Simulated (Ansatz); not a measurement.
# BClFH3: the cost of one run

Method: RKS B3LYP-D4/def2-TZVP, in Ansatz 0.2.0.

### Step 1. Starting point

Bond lengths: B1–Cl2 2.210 Å, B1–H3 1.190 Å, B1–H4 1.190 Å, B1–F5 1.620 Å, Cl2–H6 1.365 Å. Angles: B1–Cl2–H6 61.1°, Cl2–B1–H3 120.0°, Cl2–B1–H4 120.0°, Cl2–B1–F5 71.6°, H3–B1–H4 120.0°, H3–B1–F5 97.0°, H4–B1–F5 101.2°.

As a file:

```xyz
6

B     0.0000    0.0000    0.0000
Cl    0.0000    0.0000    2.2100
H     1.0305    0.0000   -0.5950
H    -1.0305    0.0000   -0.5950
F     0.0677   -1.5359    0.5108
H     0.0526   -1.1933    1.5499
```

### Step 2. A restrained relaxation towards end A

Springs on the bonds that form and break draw the guess towards this end; the thresholds are loose.

Input file input.yaml:

```yaml
crystal:
  periodic: [false, false, false]
  atoms:
    - { symbol: B, position_ang: [0.0, 0.0, 0.0] }
    - { symbol: Cl, position_ang: [0.0, 0.0, 2.21] }
    - { symbol: H, position_ang: [1.0305, 0.0, -0.595] }
    - { symbol: H, position_ang: [-1.0305, 0.0, -0.595] }
    - { symbol: F, position_ang: [0.0677, -1.5359, 0.5108] }
    - { symbol: H, position_ang: [0.0526, -1.1933, 1.5499] }
basis:
  gaussian: { orbitals: def2-TZVP }
hamiltonian:
  xc: b3lyp
  dispersion: d4
relax:
  f_tol: 0.15
  max_steps: 25
  restrain:
    - { distance: [0, 4], at: 2.52, k: 30.0 }
    - { distance: [5, 1], at: 2.57, k: 30.0 }
    - { distance: [0, 1], at: 1.86, k: 30.0 }
    - { distance: [5, 4], at: 0.92, k: 30.0 }
output:
  orbitals: {}
```

Command:

```bash
$ ansatz run input.yaml --threads 4 --pin off --max-ram 5120MiB --backend cpu --events-out ev --progress --plain --runs-dir out
```

Q: Estimate wall time and peak memory on 4 threads of Arm Neoverse V1, shared host.

About 8.9 s, with a peak of 0.18 GiB.
